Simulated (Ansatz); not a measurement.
Molecule: 1H-pyrrole, C$_{4}$H$_{5}$N, net charge 0, singlet state. SMILES: c1cc[nH]c1
Geometry: optimised at B3LYP-D3(BJ)/def2-TZVP (Ansatz, an electronic-structure program).

Wanted: vertical triplet-singlet gap (E(triplet) - E(singlet); each state is the SCF solution reached for its spin; for the triplet the Hartree-Fock reference is unstable and T1 is 0.017), in kcal/mol. Valence correlation only, unless marked. UHF or UKS for open shells. Spin-orbit coupling is left out. No relativistic terms. 

```json
[
 {"level": "RI-HF/aug-cc-pVTZ", "program": "Ansatz", "vertical triplet-singlet gap (kcal/mol)": "80.4"},
 {"level": "SVWN5/def2-TZVPD", "program": "Ansatz", "vertical triplet-singlet gap (kcal/mol)": "107.6"},
 {"level": "PBE/def2-TZVPD", "program": "Ansatz", "vertical triplet-singlet gap (kcal/mol)": "102.8"},
 {"level": "r2SCAN/def2-TZVPD", "program": "Ansatz", "vertical triplet-singlet gap (kcal/mol)": "99.0"},
 {"level": "B3LYP/def2-TZVPD", "program": "Ansatz", "vertical triplet-singlet gap (kcal/mol)": "101.6"},
 {"level": "PBE0/def2-TZVPD", "program": "Ansatz", "vertical triplet-singlet gap (kcal/mol)": "100.6"},
 {"level": "BHLYP/def2-TZVPD", "program": "Ansatz", "vertical triplet-singlet gap (kcal/mol)": "98.2"},
 {"level": "CAM-B3LYP/def2-TZVPD", "program": "Ansatz", "vertical triplet-singlet gap (kcal/mol)": "101.3"},
 {"level": "wB97M-V/def2-TZVPD", "program": "Ansatz", "vertical triplet-singlet gap (kcal/mol)": "105.5"},
 {"level": "wB97X-V/def2-TZVPD", "program": "Ansatz", "vertical triplet-singlet gap (kcal/mol)": "104.3"},
 {"level": "B2PLYP/def2-TZVPD", "program": "Ansatz", "vertical triplet-singlet gap (kcal/mol)": "105.9"},
 {"level": "RI-MP2/aug-cc-pVTZ", "program": "Ansatz", "vertical triplet-singlet gap (kcal/mol)": "122.8"},
 {"level": "CCSD/aug-cc-pVDZ", "program": "Ansatz", "vertical triplet-singlet gap (kcal/mol)": "103.5"},
 {"level": "CCSD(T)/aug-cc-pVDZ", "program": "Ansatz", "vertical triplet-singlet gap (kcal/mol)": "105.6"}
]
```
